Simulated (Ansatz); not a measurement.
# CH4AlO (charge -1): molecular dynamics

Aim: follow the molecule's vibrations and see whether its bonds hold. The start is relaxed first. Runs: 500 steps of 0.25 fs under a Nosé-Hoover thermostat at 400 K. SMILES of the start: [CH3][AlH][O-].

Program: Ansatz 0.2.0. Level of theory: RKS PBE0-D4/def2-SVP. These are calculated values, not measurements.

## Step 1: Starting point

Bond lengths: C1–Al2 2.076 Å, Al2–O3 1.591 Å, C1–H4 1.099 Å, C1–H5 1.098 Å, C1–H6 1.098 Å, Al2–H7 1.604 Å. Angles: C1–Al2–O3 129.9°, C1–Al2–H7 100.3°, O3–Al2–H7 129.8°, Al2–C1–H4 113.6°, Al2–C1–H5 111.5°, Al2–C1–H6 114.0°, H4–C1–H5 105.8°, H4–C1–H6 105.4°, H5–C1–H6 105.9°.

Structure file:

```xyz
7

C    -0.6564    0.5710   -0.2044
Al    0.8097   -0.7868    0.3577
O     0.8718   -1.7617    1.6139
H    -0.3109    1.6138   -0.2096
H    -1.5140    0.5434    0.4811
H    -1.0666    0.3955   -1.2080
H     1.8664   -0.5750   -0.8306
```

## Step 2: Relaxing the start

Input file input.yaml:

```yaml
crystal:
  periodic: [false, false, false]
  atoms:
    - { symbol: C, position_ang: [-0.65641, 0.57097, -0.20438] }
    - { symbol: Al, position_ang: [0.80966, -0.7868, 0.35767] }
    - { symbol: O, position_ang: [0.87182, -1.76175, 1.61387] }
    - { symbol: H, position_ang: [-0.31086, 1.61379, -0.20964] }
    - { symbol: H, position_ang: [-1.51401, 0.54338, 0.48107] }
    - { symbol: H, position_ang: [-1.06663, 0.39545, -1.208] }
    - { symbol: H, position_ang: [1.86644, -0.57504, -0.83059] }
total_charge: -1
basis:
  gaussian: { orbitals: def2-SVP }
hamiltonian:
  xc: pbe0
  dispersion: d4
relax:
  f_tol: 0.02
  max_steps: 40
scf:
  lower_state_search: "off"
output:
  orbitals: {}
```

The run is started by

```bash
$ ansatz run input.yaml --threads 1 --pin off --max-ram 2048MiB --backend cpu --events-out ev --progress --plain --runs-dir out
```

Log (excerpt; [...] marks lines left out):

```text
Warning: RAYON_NUM_THREADS=1 ignored (pool sized by the plan → 1); use --threads N
[...]
Functional definition: PBE0
[...]
688 factors; integrals over basis functions are off by at most 3.6e-4 eV
[...]
mean field -9735.79499011 eV, -357.7838667276 hartree, gradient 4.3e-6 eV, S^2 0.000000; 0 other end points of the search recorded, 0 dependent functions left out
[...]
reference -9735.79501558 eV, -357.7838676638 hartree; 16, 16 occupied and 50, 50 virtual orbitals, 688 factors
relax step   1: F+E_penalty+E_count = -9735.89284332 eV  Δ(F+E_penalty+E_count) = +0.000e0 eV  max|allowed force component| = 1.890e0 eV/Å  Δτ_max = 0.0000 Å  (13 SCF iters, accepted)
[...]
relax step   3: F+E_penalty+E_count = -9736.02008577 eV  Δ(F+E_penalty+E_count) = -2.734e-2 eV  max|allowed force component| = 1.390e-1 eV/Å  Δτ_max = 0.0403 Å  (18 SCF iters, accepted)
[...]
relax step   4: F+E_penalty+E_count = -9736.02089885 eV  Δ(F+E_penalty+E_count) = -8.131e-4 eV  max|allowed force component| = 1.946e-2 eV/Å  Δτ_max = 0.0078 Å  (19 SCF iters, accepted)
Total energy: -9736.02092403 eV, -357.7921696462 hartree
Atom 0 at    -0.677539     0.565682    -0.180451 Å, force    -0.002305     0.014672    -0.015584 eV/Å
Atom 1 at     0.780216    -0.732712     0.311409 Å, force     0.001670     0.003357    -0.015066 eV/Å
Atom 2 at     0.835089    -1.740640     1.607507 Å, force    -0.001200    -0.002771     0.006475 eV/Å
Atom 3 at    -0.290578     1.603459    -0.198144 Å, force    -0.009370    -0.013672     0.003839 eV/Å
Atom 4 at    -1.537343     0.540921     0.512210 Å, force     0.010621    -0.000688    -0.006164 eV/Å
Atom 5 at    -1.059428     0.367413    -1.201059 Å, force     0.000345     0.001124     0.019458 eV/Å
Atom 6 at     1.949593    -0.604122    -0.851471 Å, force     0.000238    -0.002021     0.007042 eV/Å
Dipole moment:    -0.453539     0.592751    -0.402645 e Å
Checks for a lower state left out: stability, starts, cluster_reference, orbital_swaps, neighbouring_geometries, increment
```

Wall time 6.3 s (1 thread of Arm Neoverse V1, shared host); peak memory 0.12 GiB.

Relaxation path:

| step | energy from step 1 (eV) | largest force component (eV/Å) |
| --- | --- | --- |
| 1 | 0.0000 | 1.8896 |
| 2 | -0.0999 | 0.8502 |
| 3 | -0.1272 | 0.1390 |
| 4 | -0.1281 | 0.0195 |

Step 1 is the start.

After: Bond lengths: C1–Al2 2.013 Å, Al2–O3 1.643 Å, C1–H4 1.108 Å, C1–H5 1.104 Å, C1–H6 1.108 Å, Al2–H7 1.654 Å. Angles: C1–Al2–O3 127.8°, C1–Al2–H7 106.9°, O3–Al2–H7 125.4°, Al2–C1–H4 110.8°, Al2–C1–H5 113.3°, Al2–C1–H6 111.1°, H4–C1–H5 107.6°, H4–C1–H6 105.9°, H5–C1–H6 107.8°.

## Step 3: The run

500 steps of 0.25 fs under a Nosé-Hoover thermostat at 400 K, from the relaxed start.

Input file input.yaml:

```yaml
crystal:
  periodic: [false, false, false]
  atoms:
    - { symbol: C, position_ang: [-0.677539, 0.565682, -0.180451] }
    - { symbol: Al, position_ang: [0.780216, -0.732712, 0.311409] }
    - { symbol: O, position_ang: [0.835089, -1.74064, 1.607507] }
    - { symbol: H, position_ang: [-0.290578, 1.603459, -0.198144] }
    - { symbol: H, position_ang: [-1.537343, 0.540921, 0.51221] }
    - { symbol: H, position_ang: [-1.059428, 0.367413, -1.201059] }
    - { symbol: H, position_ang: [1.949593, -0.604122, -0.851471] }
total_charge: -1
basis:
  gaussian: { orbitals: def2-SVP }
hamiltonian:
  xc: pbe0
  dispersion: d4
md:
  timestep: 0.25
  n_steps: 500
  ensemble: nvt_nose_hoover
  temperature: 400.0
  initial_velocities: maxwell_boltzmann
  seed: 556434
scf:
  lower_state_search: "off"
```

The run is started by

```bash
$ ansatz run input.yaml --threads 1 --pin off --max-ram 2048MiB --backend cpu --events-out ev --progress --plain --runs-dir out
```

Log (excerpt; [...] marks lines left out):

```text
Warning: RAYON_NUM_THREADS=1 ignored (pool sized by the plan → 1); use --threads N
[...]
[... 1 set-up line as earlier in the session ...]
[...]
687 factors; integrals over basis functions are off by at most 3.7e-4 eV
[...]
mean field -9735.92286279 eV, -357.7885659620 hartree, gradient 4.1e-6 eV, S^2 0.000000; 0 other end points of the search recorded, 0 dependent functions left out
[...]
reference -9735.92288798 eV, -357.7885668877 hartree; 16, 16 occupied and 50, 50 virtual orbitals, 687 factors
md step     0: t =     0.00 fs  T =   400.0 K  F+E_penalty+E_count = -9736.02089089 eV  E_kin = 0.258520 eV  conserved = -9735.76237089 eV  (13 SCF iters)
[...]
md step    20: t =     5.00 fs  T =   193.4 K  F+E_penalty+E_count = -9735.88701495 eV  E_kin = 0.124986 eV  conserved = -9735.76210852 eV  (14 SCF iters)
[...]
md step    40: t =    10.00 fs  T =   221.2 K  F+E_penalty+E_count = -9735.90472345 eV  E_kin = 0.142972 eV  conserved = -9735.76219054 eV  (14 SCF iters)
[...]
md step    60: t =    15.00 fs  T =   132.0 K  F+E_penalty+E_count = -9735.84606233 eV  E_kin = 0.085308 eV  conserved = -9735.76193181 eV  (14 SCF iters)
[...]
md step    79: t =    19.75 fs  T =   112.4 K  F+E_penalty+E_count = -9735.83232901 eV  E_kin = 0.072657 eV  conserved = -9735.76182640 eV  (14 SCF iters)
md step    80: t =    20.00 fs  T =   118.3 K  F+E_penalty+E_count = -9735.83609934 eV  E_kin = 0.076433 eV  conserved = -9735.76185818 eV  (14 SCF iters)
```

## Step 4: The output, continued: dynamics from the start

Output, continued (excerpt; [...] marks lines left out):

```text
md step    81: t =    20.25 fs  T =   130.1 K  F+E_penalty+E_count = -9735.84380004 eV  E_kin = 0.084115 eV  conserved = -9735.76191734 eV  (14 SCF iters)
[...]
md step   107: t =    26.75 fs  T =   226.0 K  F+E_penalty+E_count = -9735.90413579 eV  E_kin = 0.146060 eV  conserved = -9735.76207477 eV  (14 SCF iters)
[...]
md step   133: t =    33.25 fs  T =   256.5 K  F+E_penalty+E_count = -9735.92062047 eV  E_kin = 0.165807 eV  conserved = -9735.76224143 eV  (19 SCF iters)
[...]
md step   159: t =    39.75 fs  T =   238.0 K  F+E_penalty+E_count = -9735.90607988 eV  E_kin = 0.153790 eV  conserved = -9735.76225856 eV  (19 SCF iters)
[...]
md step   184: t =    46.00 fs  T =   172.9 K  F+E_penalty+E_count = -9735.85986723 eV  E_kin = 0.111777 eV  conserved = -9735.76199892 eV  (13 SCF iters)
md step   185: t =    46.25 fs  T =   158.9 K  F+E_penalty+E_count = -9735.85063976 eV  E_kin = 0.102713 eV  conserved = -9735.76196578 eV  (13 SCF iters)
```

## Step 5: The log goes on: dynamics from the start

The log, continued (excerpt; [...] marks lines left out):

```text
md step   186: t =    46.50 fs  T =   147.2 K  F+E_penalty+E_count = -9735.84290104 eV  E_kin = 0.095123 eV  conserved = -9735.76193810 eV  (13 SCF iters)
[...]
md step   208: t =    52.00 fs  T =   146.3 K  F+E_penalty+E_count = -9735.83877513 eV  E_kin = 0.094556 eV  conserved = -9735.76191817 eV  (14 SCF iters)
[...]
md step   230: t =    57.50 fs  T =   239.1 K  F+E_penalty+E_count = -9735.89428012 eV  E_kin = 0.154510 eV  conserved = -9735.76198746 eV  (14 SCF iters)
[...]
md step   252: t =    63.00 fs  T =   205.2 K  F+E_penalty+E_count = -9735.86587503 eV  E_kin = 0.132642 eV  conserved = -9735.76200111 eV  (19 SCF iters)
[...]
md step   499: t =   124.75 fs  T =   149.7 K  F+E_penalty+E_count = -9735.73817474 eV  E_kin = 0.096742 eV  conserved = -9735.76184547 eV  (14 SCF iters)
[...]
md step   500: t =   125.00 fs  T =   130.6 K  F+E_penalty+E_count = -9735.72557618 eV  E_kin = 0.084416 eV  conserved = -9735.76179450 eV  (14 SCF iters)
Total energy: -9735.72560163 eV, -357.7813167481 hartree
Atom 0 at    -0.673337     0.521706    -0.116544 Å, force    -1.293311     2.270779    -1.477694 eV/Å
Atom 1 at     0.823977    -0.745766     0.275161 Å, force    -1.055402     0.062905     1.225045 eV/Å
Atom 2 at     0.775500    -1.699697     1.615425 Å, force     0.332531    -0.169098    -0.181821 eV/Å
Atom 3 at    -0.432234     1.660505    -0.135699 Å, force     0.373464    -1.360805    -0.138082 eV/Å
Atom 4 at    -1.596315     0.625158     0.513249 Å, force     0.393111    -0.811967    -0.036386 eV/Å
Atom 5 at    -1.090196     0.388784    -1.196861 Å, force     0.520823     0.024027     1.277054 eV/Å
Atom 6 at     1.905346    -0.543195    -0.836057 Å, force     0.728783    -0.015840    -0.668116 eV/Å
Dipole moment:    -0.324943     0.525926    -0.462401 e Å
Checks for a lower state left out: stability, starts, cluster_reference, orbital_swaps, neighbouring_geometries, increment
```

Wall time 11 min (1 thread of Arm Neoverse V1, shared host); peak memory 0.23 GiB.

## Step 6: The trajectory

One step in 36; energies are changes from step 0:

```
time (fs)  T (K)  potential energy change (meV/atom)  conserved energy change (meV/atom)
      0.0    400                                 0.0                                0.00
      9.0    132                                24.8                                0.07
     18.0    213                                17.5                                0.02
     27.0    251                                14.4                                0.03
     36.0     79                                30.9                                0.07
     45.0    235                                17.2                                0.03
     54.0    192                                21.9                                0.04
     63.0    205                                22.1                                0.05
     72.0    325                                12.2                                0.03
     81.0    216                                24.0                                0.06
     90.0    325                                16.0                                0.03
     99.0    234                                26.1                                0.06
    108.0    265                                25.6                                0.04
    117.0    344                                20.4                                0.05
    125.0    131                                42.2                                0.08
```

time (fs), T (K) and a bar:
```
      0.0        400 ##############################
      5.5        213 ##########
     10.8        275 ################
     16.2        213 ##########
     21.8        231 ############
     27.2        274 ################
     32.5        266 ###############
     38.0        169 #####
     43.5        252 ##############
     49.0        209 #########
     54.2        209 #########
     59.8        298 ###################
     65.2        125 
     70.8        265 ###############
     76.0        202 ########
     81.5        228 ###########
     87.0        287 ##################
     92.5        184 ######
     97.8        175 #####
    103.2        260 ###############
    108.8        220 ##########
    114.2        215 ##########
    119.5        317 #####################
    125.0        131 #
```

Maxima of the velocity power spectrum (cm⁻¹, relative height; resolution about 530 cm⁻¹): 600 (48), 1130 (80), 3000 (100).

## Step 7: Positions and forces

Extended XYZ, with forces in eV/Å:

```xyz
7
time_fs=15.5 T=161 dE=0.1561
C    -0.709    0.616   -0.199   -0.633   -0.324    0.288
Al    0.784   -0.747    0.325   -0.223    0.483   -0.417
O     0.859   -1.764    1.619    0.055    0.162   -0.275
H    -0.267    1.656   -0.245   -0.516   -0.644    0.071
H    -1.699    0.601    0.406    1.496    0.205   -0.603
H    -1.017    0.343   -1.245    0.229    0.262    0.360
H     1.931   -0.550   -0.965   -0.407   -0.144    0.576
7
time_fs=31.2 T=225 dE=0.1198
C    -0.676    0.585   -0.213    1.309   -0.349   -0.546
Al    0.747   -0.730    0.337    0.502   -0.056   -0.491
O     0.886   -1.767    1.600   -0.216    0.073    0.148
H    -0.321    1.607   -0.208    0.685    0.799   -0.015
H    -1.527    0.641    0.402   -1.753   -0.284    1.111
H    -0.984    0.431   -1.250   -0.230   -0.266   -0.411
H     1.945   -0.660   -0.862   -0.296    0.082    0.203
7
time_fs=47.0 T=133 dE=0.1874
C    -0.652    0.574   -0.215   -1.066    0.128    1.140
Al    0.734   -0.724    0.331    0.256   -0.401    0.203
O     0.885   -1.757    1.597   -0.217    0.008    0.187
H    -0.144    1.583   -0.148   -0.687   -0.586   -0.166
H    -1.545    0.493    0.537    1.220    0.451   -1.416
H    -0.962    0.353   -1.269   -0.025    0.346    0.544
H     1.859   -0.589   -0.796    0.518    0.054   -0.493
7
time_fs=62.5 T=257 dE=0.1211
C    -0.677    0.573   -0.169    0.785    0.055   -1.619
Al    0.772   -0.744    0.310   -0.428    0.091    0.507
O     0.855   -1.744    1.615    0.034    0.022   -0.185
H    -0.272    1.600   -0.214    0.206    0.127    0.149
H    -1.607    0.649    0.331   -1.325   -0.045    1.366
H    -1.030    0.432   -1.222    0.397   -0.194    0.047
H     1.884   -0.504   -0.835    0.331   -0.056   -0.265
7
time_fs=78.0 T=213 dE=0.1660
C    -0.720    0.598   -0.183    0.637   -1.018    2.088
Al    0.798   -0.750    0.303   -0.106    0.566   -0.381
O     0.826   -1.733    1.617    0.082   -0.068   -0.047
H    -0.283    1.593   -0.126    0.087    0.564   -0.134
H    -1.547    0.515    0.592    0.547    0.028   -1.087
H    -0.972    0.354   -1.198   -0.749    0.002   -0.888
H     2.028   -0.600   -0.908   -0.498   -0.074    0.449
7
time_fs=93.8 T=173 dE=0.2160
C    -0.648    0.535   -0.167   -1.669    1.931   -1.167
Al    0.793   -0.726    0.299    0.883   -0.558   -0.524
O     0.804   -1.722    1.607   -0.055    0.142    0.011
H    -0.466    1.671   -0.111    0.252   -1.186    0.075
H    -1.454    0.394    0.575   -0.007   -0.109    0.290
H    -1.259    0.494   -1.150    1.087   -0.367    0.898
H     2.040   -0.766   -0.894   -0.491    0.146    0.416
7
time_fs=109.5 T=194 dE=0.2274
C    -0.680    0.547   -0.136    0.612   -1.931    1.574
Al    0.810   -0.730    0.283   -0.355   -0.085    0.260
O     0.777   -1.700    1.604    0.190   -0.205    0.160
H    -0.260    1.512   -0.107    0.201    1.870    0.166
H    -1.444    0.290    0.609   -0.117    0.536    0.104
H    -1.018    0.293   -1.095   -0.814   -0.217   -2.027
H     1.949   -0.677   -0.866    0.283    0.033   -0.237
7
time_fs=125.0 T=131 dE=0.2953
C    -0.673    0.522   -0.117   -1.293    2.271   -1.478
Al    0.824   -0.746    0.275   -1.055    0.063    1.225
O     0.775   -1.700    1.615    0.333   -0.169   -0.182
H    -0.432    1.661   -0.136    0.373   -1.361   -0.138
H    -1.596    0.625    0.513    0.393   -0.812   -0.036
H    -1.090    0.389   -1.197    0.521    0.024    1.277
H     1.905   -0.543   -0.836    0.729   -0.016   -0.668
```

## Step 8: What came out

| quantity | value |
| --- | --- |
| relaxation of the start | 3 moves, 0.128 eV lower |
| length | 500 steps of 0.25 fs |
| temperature, first and last step | 400 and 131 K |
| temperature, second half | mean 247 K, from 117 to 403 K |
| potential energy, second half | +24 meV/atom from the start |
| largest change of the conserved energy | 0.10 meV/atom |
| bonds formed or broken | 0 |

**Reading.** Against a set 400 K the second half averages 247 K with a spread of 60 K; 24 meV/atom has gone into potential energy, and a thermostat that acts over some 100 fs has not made it up in 125 fs. The conserved energy strays from its start by at most 0.10 meV/atom, 0.5 % of the mean kinetic energy, so a step of 0.25 fs is short enough over this time. The bonds all hold. Averages from a run of 125 fs with 7 atoms are rough. The nuclei move classically, without zero-point motion, which matters most for hydrogen.
